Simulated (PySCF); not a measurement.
# Other spins and charges of Si–NH₂, doublet at one geometry

Geometry (PBE0/def2-TZVP stationary point for this spin, not checked as a minimum):

```csv
atom,x (Å),y (Å),z (Å)
Si,0.0000,0.0000,0.6455
N,0.0000,0.0000,-1.0599
H,0.0000,0.8350,-1.6290
H,0.0000,-0.8350,-1.6290
```

Basis cc-pVDZ; PySCF 2.14.0. Correlated methods freeze the noble-gas cores. R marks a restricted (for open shells ROHF) determinant, U an unrestricted one.

Gaps are energies of the second state less the first, at fixed atoms, for a selection of the levels run; mean-field and cluster levels share one orbital occupation for each state, and full CI takes the lowest of the symmetries tried.

PBE gives 3.590 eV for quartet less doublet. Estimate what RCCSDT gives in cc-pVDZ.

RCCSDT in cc-pVDZ gives 3.490 eV, so against it PBE is off by 0.100 eV, of which a good part can be the reference's own basis and frozen-core error.

| level | gap (eV) | error (meV) |
| --- | --- | --- |
| RHF | 2.463 | -1027 |
| UHF | 2.550 | -940 |
| RMP2 | 3.276 | -214 |
| UMP2 | 3.260 | -230 |
| RCCSD | 3.432 | -58 |
| UCCSD | 3.434 | -56 |
| RCCSD(T) | 3.486 | -4 |
| UCCSD(T) | 3.486 | -4 |
| UCCSDT | 3.490 | 0 |
| r2SCAN | 3.275 | -215 |
| PBE0 | 3.472 | -18 |
| B3LYP | 3.785 | 295 |
| wB97M-V | 3.930 | 440 |
| B2PLYP | 3.689 | 199 |

PBE gives 6.911 eV for removing an electron, to the singlet. Estimate what RCCSDT gives in cc-pVDZ.

RCCSDT in cc-pVDZ gives 6.598 eV, so against it PBE is off by 0.313 eV, of which a good part can be the reference's own basis and frozen-core error.

```csv
level,gap (eV),error (meV)
RHF,6.359,-239
RMP2,6.581,-17
RCCSD,6.604,6
RCCSD(T),6.597,-1
r2SCAN,7.061,463
PBE0,6.993,395
B3LYP,6.905,307
wB97M-V,6.627,29
B2PLYP,6.734,136
```

In so small a basis the reference is far from its limit while semilocal and hybrid functionals are nearer theirs (RPA and double hybrids share part of the reference's basis error), so the functionals' errors here hold much of the reference's basis and frozen-core error, which can add to them or hide them.

Full CI isn't at hand for all of this; RCCSDT serves as the reference. It lacks quadruple excitations, which often exceed the step from CCSD(T) to CCSDT. The frozen core follows each run's orbitals, which can shift R against U totals by a few meV.
